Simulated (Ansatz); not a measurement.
**BH3Cl− (SMILES [H][B-]([H])([H])Cl): levels of theory compared**

Aim: a comparison of 6 runs (BLYP/STO-3G, PBE0/STO-3G, r2SCAN/STO-3G, UMP2/STO-3G, CCSD(T)/STO-3G, FCI/STO-3G) of BH3Cl−. 

Program for the calculation: Ansatz 0.2.0.

6 further runs of the same task are left out: 6 that didn't finish.

## (1) The system as given

BH3Cl−: 5 atoms, total charge -1, spin state singlet. As SMILES, `[H][B-]([H])([H])Cl`. The H3–B1 distance was set to 1.509 Å, away from the relaxed value.

Bond lengths: B1–Cl2 1.875 Å, B1–H4 1.208 Å, B1–H5 1.207 Å. Angles: Cl2–B1–H4 106.7°, Cl2–B1–H5 106.7°, H4–B1–H5 112.1°.

## (2) The energy at BLYP/STO-3G (run 1)

molecule.yaml reads:

```yaml
crystal:
  periodic: [false, false, false]
  atoms:
    - symbol: B
      position_ang: [-0.289633, -0.000807, -0.078215]
    - symbol: Cl
      position_ang: [-0.274753, -0.023577, 1.796125]
    - symbol: H
      position_ang: [1.152300, 0.011380, -0.522240]
    - symbol: H
      position_ang: [-0.874993, 1.003263, -0.408205]
    - symbol: H
      position_ang: [-0.866333, -1.000017, -0.432285]
basis:
  gaussian: {orbitals: STO-3G}
total_charge: -1
hamiltonian: {xc: {name: BLYP}}
accuracy: high
```

Started as:

```bash
$ ansatz run molecule.yaml --threads 1 --pin off --max-ram 2610MiB --events-out events.jsonl --progress --plain --runs-dir runs
```

What it wrote:

```text
Warning: RAYON_NUM_THREADS=1 ignored (pool sized by the plan → 1); use --threads N
Functional definition: BLYP
  name "BLYP"
  parameter beta = 0.0042
  parameter a = 0.04918
  parameter b = 0.132
  parameter c = 0.2533
  parameter d = 0.349
  exchange = b88_x(beta = beta)
  correlation = lyp_c(a = a, b = b, c = c, d = d)
281 factors; integrals over basis functions are off by at most 3.3e-8 eV
mean field evaluation 1: about -13098.6357 eV, gradient 1.5e1 eV
mean field evaluation 2: about -13098.2691 eV, gradient 1.9e1 eV
mean field evaluation 4: about -13099.5201 eV, gradient 9.7e-2 eV
mean field evaluation 8: about -13099.4566 eV, gradient 5.2e-4 eV
mean field -13099.45661957 eV, -481.3961516385 hartree, gradient 2.6e-8 eV, S^2 0.000000; 0 other end points of the search recorded, 0 dependent functions left out
reference -13099.45665353 eV, -481.3961528866 hartree; 13, 13 occupied and 4, 4 virtual orbitals, 281 factors
Total energy: -13099.45665353 eV, -481.3961528866 hartree
```

Run time: 1 s. Hardware: 1 thread of Intel Xeon Platinum 8259CL at 2.50GHz (Skylake/Cascade Lake), shared host; peak memory 0.11 GiB.

## (3) The energy at PBE0/STO-3G (run 2)

input.yaml reads:

```yaml
crystal:
  periodic: [false, false, false]
  atoms:
    - {symbol: B, position_ang: [-0.289633, -0.000807, -0.078215]}
    - {symbol: Cl, position_ang: [-0.274753, -0.023577, 1.796125]}
    - {symbol: H, position_ang: [1.152300, 0.011380, -0.522240]}
    - {symbol: H, position_ang: [-0.874993, 1.003263, -0.408205]}
    - {symbol: H, position_ang: [-0.866333, -1.000017, -0.432285]}
basis:
  gaussian: {orbitals: STO-3G}
accuracy: high
hamiltonian: {xc: {name: PBE0}}
total_charge: -1
```

Started as:

```bash
$ ansatz run input.yaml --threads 1 --pin off --max-ram 2610MiB --events-out events.jsonl --progress --plain --runs-dir runs
```

What it wrote:

```text
Warning: RAYON_NUM_THREADS=1 ignored (pool sized by the plan → 1); use --threads N
Functional definition: PBE0
  name "PBE0"
  parameter a = 0.25
  parameter kappa = 0.804
  parameter beta = 0.06672455060314922
  exchange = (1 - a)*pbe_x(kappa = kappa, mu = beta*pi^2/3) + a*exact_x
  correlation = pbe_c(beta = beta)
281 factors; integrals over basis functions are off by at most 3.3e-8 eV
mean field evaluation 1: about -13096.2715 eV, gradient 1.4e1 eV
mean field evaluation 2: about -13096.5711 eV, gradient 1.2e1 eV
mean field evaluation 4: about -13097.0427 eV, gradient 3.1e-1 eV
mean field evaluation 8: about -13097.0075 eV, gradient 6.1e-4 eV
mean field -13097.00748057 eV, -481.3061474403 hartree, gradient 9.7e-8 eV, S^2 0.000000; 0 other end points of the search recorded, 0 dependent functions left out
reference -13097.00748178 eV, -481.3061474849 hartree; 13, 13 occupied and 4, 4 virtual orbitals, 281 factors
Total energy: -13097.00748178 eV, -481.3061474849 hartree
```

Run time: 1.2 s. Hardware: 1 thread of Intel Xeon Platinum 8259CL at 2.50GHz (Skylake/Cascade Lake), shared host; peak memory 0.11 GiB.

Run 3 isn't shown in full; the table further down has it.

## (4) A single-point energy at UMP2/STO-3G (run 4)

run.yaml reads:

```yaml
basis:
  gaussian:
    orbitals: STO-3G
crystal:
  periodic: [false, false, false]
  atoms:
    - symbol: B
      position_ang: [-0.289633, -0.000807, -0.078215]
    - symbol: Cl
      position_ang: [-0.274753, -0.023577, 1.796125]
    - symbol: H
      position_ang: [1.152300, 0.011380, -0.522240]
    - symbol: H
      position_ang: [-0.874993, 1.003263, -0.408205]
    - symbol: H
      position_ang: [-0.866333, -1.000017, -0.432285]
total_charge: -1
magnetization:
  spin_polarized: true
correlation:
  method: mp2
  frozen_orbitals: {B: 1, Cl: 5, H: 0}
accuracy: high
```

Started as:

```bash
$ ansatz run run.yaml --threads 1 --pin off --max-ram 2610MiB --events-out events.jsonl --progress --plain --runs-dir runs
```

What it wrote:

```text
Warning: RAYON_NUM_THREADS=1 ignored (pool sized by the plan → 1); use --threads N
Functional definition: HF
  name "HF"
  exchange = exact_x
  correlation = 0
281 factors; integrals over basis functions are off by at most 3.3e-8 eV
mean field evaluation 1: about -13076.8974 eV, gradient 1.1e1 eV
mean field evaluation 2: about -13076.9506 eV, gradient 1.1e1 eV
mean field evaluation 4: about -13078.0937 eV, gradient 6.0e-1 eV
mean field evaluation 8: about -13078.0957 eV, gradient 6.6e-5 eV
mean field -13078.09573469 eV, -480.6111535981 hartree, gradient 3.2e-9 eV, S^2 0.000000; 0 other end points of the search recorded, 0 dependent functions left out
6 core orbitals not correlated: weight in the atoms' cores, before any rotation towards them, 1.000 or more for the frozen orbitals, at most 0.000 for the correlated occupied ones
reference -13078.09573469 eV, -480.6111535981 hartree; 7, 7 occupied and 4, 4 virtual orbitals, 281 factors
second order -1.40322070 eV of doubles, -0.00000000 eV of singles
Total energy: -13079.49895539 eV, -480.6627210076 hartree
```

It took 0.33 s on 1 thread of Intel Xeon Platinum 8259CL at 2.50GHz (Skylake/Cascade Lake), shared host.

Run 5 isn't shown in full; the table further down has it.

## (5) The energy at FCI/STO-3G (run 6)

input.yaml, as its differences from that of step 3:

```diff
@@ -10,4 +10,4 @@
   gaussian: {orbitals: STO-3G}
+total_charge: -1
+correlation: {method: fci, frozen_orbitals: {B: 1, Cl: 5, H: 0}}
 accuracy: high
-hamiltonian: {xc: {name: PBE0}}
-total_charge: -1
```

Started as:

```bash
$ ansatz run input.yaml --threads 1 --pin off --max-ram 2610MiB --events-out events.jsonl --progress --plain --runs-dir runs
```

What it wrote:

```text
Warning: RAYON_NUM_THREADS=1 ignored (pool sized by the plan → 1); use --threads N
[... 4 set-up lines as earlier in the session ...]
281 factors; integrals over basis functions are off by at most 3.3e-8 eV
mean field evaluation 1: about -13076.8974 eV, gradient 1.5e1 eV
mean field evaluation 2: about -13076.9506 eV, gradient 1.5e1 eV
mean field evaluation 4: about -13078.0937 eV, gradient 8.4e-1 eV
mean field evaluation 8: about -13078.0957 eV, gradient 9.6e-5 eV
mean field -13078.09573469 eV, -480.6111535981 hartree, gradient 4.7e-9 eV, S^2 0.000000; 0 other end points of the search recorded, 0 dependent functions left out
6 core orbitals not correlated: weight in the atoms' cores, before any rotation towards them, 1.000 or more for the frozen orbitals, at most 0.000 for the correlated occupied ones
reference -13078.09573469 eV, -480.6111535981 hartree; 7, 7 occupied and 4, 4 virtual orbitals, 281 factors
state -13080.11207492 eV, -480.6852527349 hartree
Total energy: -13080.11207492 eV, -480.6852527349 hartree
```

Run time: 1.1 s. Hardware: 1 thread of Intel Xeon Platinum 8259CL at 2.50GHz (Skylake/Cascade Lake), shared host; peak memory 0.096 GiB.

## (6) Overview of the runs

| run | level | frozen core orbitals | energy (Eh) | wall time |
| --- | --- | --- | --- | --- |
| 1 | BLYP/STO-3G | – | -481.396153 | 1 s |
| 2 | PBE0/STO-3G | – | -481.306147 | 1.2 s |
| 3 | r2SCAN/STO-3G | – | -481.451905 | 2.8 s |
| 4 | UMP2/STO-3G | 6 | -480.662721 | 0.33 s |
| 5 | CCSD(T)/STO-3G | 6 | -480.685151 | 0.33 s |
| 6 | FCI/STO-3G | 6 | -480.685253 | 1.1 s |

## (7) Results

| quantity | value |
| --- | --- |
| run 6: total energy | -480.68525 Eh |
| run 6: correlation energy (6 core orbitals frozen) | -74.1 mEh |

What this shows: Against full CI in this basis: UMP2 +22.5 mEh; CCSD(T) +0.1 mEh. Totals of different functionals can't be ranked against each other. In runs 1, 2, 3, 4, 5, 6 the basis is minimal, so the values are rough. All runs together took 6.8 s, the longest 2.8 s.
